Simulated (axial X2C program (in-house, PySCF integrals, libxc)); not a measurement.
## Bond lengths and stretching modes, held linear, of NBO²⁺

Calculated with an in-house all-electron X2C program for linear molecules (integrals from PySCF): two-component X2C with atomic mean-field Coulomb and Gaunt terms, Gaussian nuclei, basis N dyall-av3z, B dyall-v3z, O dyall-av3z with contracted cores. Spin-free rows use the one-electron spin-free X2C Hamiltonian.

Masses N 14.003, B 11.009, O 15.995 u. States: 2c Ω = 2 (beyond evenly filled blocks: ω = 1/2, ω = 3/2); spin-free M_S = 1, Λ = 1 (beyond evenly filled blocks: σα, π+α).

PBE0, 2c: energies above the lowest point

```csv
r(N–B) (Å),r(B–O) (Å),E (meV)
1.4732,1.2694,25.53
1.4732,1.3020,20.91
1.4732,1.3345,73.12
1.5110,1.2694,4.56
1.5110,1.3020,0.00
1.5110,1.3345,52.19
1.5110,1.3671,150.47
1.5488,1.2694,13.63
1.5488,1.3020,8.91
1.5488,1.3345,60.84
1.5865,1.3020,41.55
1.5865,1.3671,190.45
```

Task: Fit a quadratic surface with cubic terms in each bond: where is the minimum, and what are the two stretching wavenumbers?

Result: At PBE0, 2c: bonds 1.517 and 1.288 Å; harmonic stretches 714.8 and 1674.0 cm⁻¹; force constants 3.22, 9.28 and coupling -0.03 mdyn/Å.

The other levels and Hamiltonians give:

```tsv
Hamiltonian	level	r(N–B) (Å)	r(B–O) (Å)	lower stretch (cm⁻¹)	upper stretch (cm⁻¹)
2c	HF	1.518	1.268	786.4	1798.7
2c	PBE	1.515	1.303	673.0	1529.2
2c	MP2	1.529	1.293	735.9	1713.1
spin-free	PBE0	1.517	1.288	714.9	1673.9
spin-free	HF	1.518	1.268	786.5	1798.7
spin-free	PBE	1.515	1.303	673.2	1529.1
spin-free	MP2	1.529	1.293	736.0	1713.1
```

Each state is one determinant, the lowest of a limited PBE0 search; the stretches come from a fit to these few points and carry an uncertainty of a few per cent. Other orders of the atoms were not compared. MP2 freezes inner shells (threshold -2 hartree). A multiply charged ion may be only metastable. The molecule was held linear; bending was not examined, so a bent shape may lie lower. Open-shell Ω = 0 determinants with evenly filled partner blocks cannot be reached by this program, so the Ω shown need not be the lowest component. Note: functional without a current term on a determinant with orbital currents, of the molecule or an atom. Note: several unpaired electrons, one determinant need not be a pure state.
